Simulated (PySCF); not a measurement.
# C2F3N: electronic excitations and core binding energies

What electronic excitations and core binding energies should C2F3N (`N#CC(F)(F)F`) show?

The runs use PySCF 2.14.0, with density-fitted response routines of our own; the level of theory stands in each step. All values are computed, except where a source is named. Atoms are numbered from 0 throughout.

## Step 1: Starting geometry

6 atoms, charge 0, multiplicity 1; geometry from: GFN2-xTB.

Bonds of the start (Å): N0–C1 1.14, C1–C2 1.48, C2–F3 1.34, C2–F4 1.34, C2–F5 1.34.

## Step 2: Ultraviolet spectrum: B3LYP/def2-SVPD

Job settings and geometry (Å):

```
{"job": {"kind": "uv", "xc": "B3LYP", "basis": "def2-SVPD", "nstates": 8, "ntriplets": 3}, "charge": 0, "multiplicity": 1}
N      2.174234    -0.039058    -0.042982
C      1.036213    -0.018252    -0.022348
C     -0.440424     0.008135     0.004288
F     -0.914195     1.093418    -0.613367
F     -0.899632     0.021604     1.258319
F     -0.953073    -1.063857    -0.605485
```

Level: TDDFT B3LYP/def2-SVPD, vertical, gas phase, core orbitals frozen in the response.

**Question.** This job is followed by: delta-SCF UKS SCAN, pcX-2 on the ionised atom, pcseg-1 elsewhere, spin-free X2C. Predict these results of the whole session: lowest singlet (B3LYP/def2-SVPD); brightest single state of those computed; lowest triplet; C1s binding energies, SCAN/pcX-2; N1s binding energies, SCAN/pcX-2; F1s binding energies, SCAN/pcX-2.

The runs gave:

| quantity | value |
| --- | --- |
| lowest singlet (B3LYP/def2-SVPD) | 7.69 eV (161 nm), f = 0.000 |
| brightest single state of those computed | state 8, 10.20 eV, f = 0.039 |
| lowest triplet | 6.28 eV |
| C1s binding energies, SCAN/pcX-2 | C2 300.60, C1 294.10 eV |
| N1s binding energies, SCAN/pcX-2 | N0 407.23 eV |
| F1s binding energies, SCAN/pcX-2 | F3 695.26 eV |

**Reading.** The first singlet state (HOMO−1→LUMO 0.49, HOMO→LUMO+1 0.49) lies at 7.69 eV and is dark; of the 8 states computed, the strongest absorption comes from state 8 at 10.20 eV (the last computed, so partners may be missing). The lowest triplet lies 1.42 eV below the lowest singlet (triplets in Tamm-Dancoff, singlets in full TDDFT). The C1s levels kept as sound span 6.50 eV, from C1 (nitrile carbon) up to C2 (CF3 carbon).
